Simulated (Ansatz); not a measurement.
A nudged elastic band was laid between two geometries of C₃H₅FO₂ (11 atoms, charge 0, multiplicity 1).

Theory: RKS BHLYP-D4/STO-3G in Ansatz 0.2.0.

```yaml
movable_images: 5
climbing_image: yes
spring: 5.0 eV/Å²
optimiser: quadratic models (default)
start_path: straight line
force_threshold: 0.03 eV/Å
iteration_limit: 60
end_points: relaxed
```

First end point:

```xyz
11
Properties=species:S:1:pos:R:3
C -1.550 0.748 0.425
O -0.866 -0.443 -0.064
C 0.531 -0.300 0.180
F 0.844 -0.210 1.514
C 1.491 -0.895 -0.806
O 1.296 0.560 -0.702
H -2.622 0.585 0.256
H -1.377 0.905 1.500
H -1.234 1.650 -0.121
H 1.100 -1.377 -1.708
H 2.453 -1.281 -0.452
```

Last end point:

```xyz
11
Properties=species:S:1:pos:R:3
C -1.455 0.395 -0.354
O -0.976 -0.426 0.745
C 0.449 -0.374 0.838
F 0.802 -1.029 1.987
C 1.422 -0.301 -0.314
O 1.150 0.859 0.557
H -2.533 0.522 -0.197
H -0.970 1.381 -0.366
H -1.296 -0.093 -1.327
H 1.064 -0.228 -1.344
H 2.409 -0.762 -0.205
```

Which bonds break or form, and what moves?

No bond is made or broken. The dihedral C1–O2–C3–O6 goes from -77 to 37°.

Give the energies along the band, and the barrier.

The run converged. The highest image is number 3 of 0 to 6, 2.5 kcal/mol above the first end and 0.7 kcal/mol above the last; the last end lies 1.8 kcal/mol above the first. Another band between the same ends (5 images) ends at a top of the same energy, where a vibrational analysis finds 1 clearly imaginary mode. Limits of this set-up: minimal basis.

| image | path coordinate (Å) | energy (kcal/mol) | dihedral C1–O2–C3–O6 (°) |
| --- | --- | --- | --- |
| 0 | 0.00 | 0.0 | -77 |
| 1 | 0.68 | 0.6 | -57 |
| 2 | 1.37 | 1.9 | -34 |
| 3 | 2.05 | 2.5 | -11 |
| 4 | 2.64 | 2.2 | 9 |
| 5 | 3.22 | 2.0 | 25 |
| 6 | 3.81 | 1.8 | 37 |

What is the geometry of the highest image?


```xyz
11
Properties=species:S:1:pos:R:3
C -1.521 0.606 -0.010
O -0.887 -0.589 0.523
C 0.532 -0.410 0.613
F 0.961 -0.735 1.874
C 1.451 -0.597 -0.568
O 1.157 0.732 -0.008
H -2.594 0.384 -0.054
H -1.363 1.483 0.636
H -1.164 0.851 -1.021
H 1.026 -0.810 -1.554
H 2.468 -0.971 -0.411
```

The band took 9 iterations and of the order of 4 core-minutes.

Time of the run: 3.7 min on 1 thread of Intel(R) Xeon(R) Processor @ 2.50GHz (Skylake/Cascade Lake), on a shared host, peak memory 0.12 GiB.
